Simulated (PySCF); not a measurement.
## CH3, SMILES `[CH3]` (charge 0, multiplicity 2)

These are PySCF with PBE0-D4/def2-TZVP values and carry that method's errors.

The highest occupied spin orbital comes out as -6.81 eV, the dipole moment comes out as 0.00 D and the total energy comes out as -1083.00 eV. The cost comes out as very roughly 12 core-seconds.

Bonded distances (Å): C1–H2 1.080, C1–H3 1.080, C1–H4 1.080. Angles (°): H2–C1–H3 120.0, H2–C1–H4 120.0, H3–C1–H4 120.0.
Charge 0, spin multiplicity 2.
